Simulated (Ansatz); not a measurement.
Saddle point of C2H6Cl, doublet (CH₃Cl ([CH3][Cl]) + CH₃ → CH₂Cl ([CH2][Cl]) + CH₄; bonds formed: H1–C4; bonds broken: H1–C2), PBE0-D4/def2-TZVP structure:

```tsv
atom	x (Å)	y (Å)	z (Å)
H1	0.0291	-0.0734	-0.0179
C2	0.5041	0.6014	-1.0391
Cl3	0.0326	2.2680	-0.8532
C4	-0.4759	-0.7650	1.0511
H5	0.0527	0.1611	-1.9244
H6	1.5843	0.4907	-0.9941
H7	0.3498	-0.8146	1.7554
H8	-1.3027	-0.1405	1.3770
H9	-0.7744	-1.7277	0.6454
```

Energies are electronic, without zero-point energy. Barriers and step energies count from the start structure reached by relaxing down the imaginary mode; all methods use the PBE0-D4 structures, on which another method's saddle can fall below an end. Computed with Ansatz 0.2.0 (basis: def2-TZVPP, with def2-QZVPP for the basis limit); correlated methods freeze the cores; orbitals are unrestricted. B3LYP uses VWN-RPA correlation. Extrapolation: Hartree–Fock as exp(−7.88 √X), correlation as X^−2.97.

```csv
method,barrier (kJ/mol),step energy (kJ/mol)
SPW92,0.5,-37.5
PBE-D4,30.2,-29.8
BLYP-D4,38.6,-27.6
r2SCAN-D4,46.9,-25.0
B97M-V,?,-26.0
PBE0-D4,48.1,-24.9
B3LYP-D4,51.5,-24.4
r2SCAN0-D4,58.6,-22.5
BHLYP-D4,71.7,-19.3
CAM-B3LYP-D4,58.5,-24.1
wB97X-V,?,-24.6
wB97M-V,63.6,-23.1
B2PLYP,61.3,-22.8
PBE-QIDH,63.4,-21.4
RPA on PBE,?,-19.6
HF,121.1,-8.5
MP2,72.3,-17.7
CCSD,76.2,-18.4
CCSD(T),68.2,-19.9
```

Task: Fill in the withheld barriers. (To be estimated.)

Result: The calculation gives: wB97X-V 58.5; B97M-V 53.9; RPA on PBE 68.4 kJ/mol. Each is the energy of the saddle less that of the start structure, by the same method.

For comparison, the barrier by CCSD(T) at an estimated basis limit (MP2 extrapolated from triple and quadruple zeta, plus CCSD(T) − MP2 in triple zeta) is 67.6 kJ/mol.

T1 diagnostic: at most 0.014. ⟨S²⟩ of the unrestricted Hartree–Fock references: 0.76 to 0.79 (a pure state has 0.75). The end structure is not quite a true minimum (one mode of 28i cm⁻¹).

Labels in which every atom is bracketed show which atoms are joined, not bond orders.

For scale, one of the runs: CCSD(T)/def2-TZVPP, 188 basis functions, launched by `ansatz run in.yaml --threads 4 --pin off --events-out ev --progress --plain --max-ram 9574MiB`. Hardware: 4 CPU threads of a Oxide Virtual Turin-like, shared host. Wall time 64 s; peak host memory 5.1 GiB.
